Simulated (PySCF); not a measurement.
H3N, SMILES `N`, neutral singlet in the gas phase. 

Cartesian coordinates (Å):
SMILES: N
```xyz
4

N      0.0002    -0.0017     0.3040
H     -0.3400     0.8725    -0.0962
H     -0.5852    -0.7298    -0.1049
H      0.9250    -0.1410    -0.1028
```
Charge 0, multiplicity 1.

All levels are single points at this geometry (PBE0-D3(BJ)/def2-SVP); Pople sets use spherical d functions. Orbital energies aren't observables, and empty levels follow the basis.

```json
[
 {"level": "M06-2X/def2-TZVP in PySCF", "HOMO (eV)": "-9.31", "LUMO (eV)": "1.60", "gap (eV)": "10.91", "dipole (D)": "1.80", "vertical IE, Delta-SCF (eV)": "11.00"},
 {"level": "B3LYP/6-311+G** in PySCF", "HOMO (eV)": "-7.53", "LUMO (eV)": "0.21", "gap (eV)": "7.74", "dipole (D)": "1.85", "vertical IE, Delta-SCF (eV)": "–"},
 {"level": "B3LYP/6-31G* in PySCF", "HOMO (eV)": "-6.90", "LUMO (eV)": "2.18", "gap (eV)": "9.07", "dipole (D)": "1.93", "vertical IE, Delta-SCF (eV)": "10.78"},
 {"level": "BP86/6-31G* in PySCF", "HOMO (eV)": "-5.58", "LUMO (eV)": "1.62", "gap (eV)": "7.20", "dipole (D)": "1.93", "vertical IE, Delta-SCF (eV)": "–"},
 {"level": "SVWN5/6-31G* in PySCF", "HOMO (eV)": "-5.47", "LUMO (eV)": "1.52", "gap (eV)": "7.00", "dipole (D)": "2.00", "vertical IE, Delta-SCF (eV)": "10.96"},
 {"level": "HF/3-21G in PySCF", "HOMO (eV)": "-11.12", "LUMO (eV)": "7.21", "gap (eV)": "18.33", "dipole (D)": "2.25", "vertical IE, Delta-SCF (eV)": "–"}
]
```
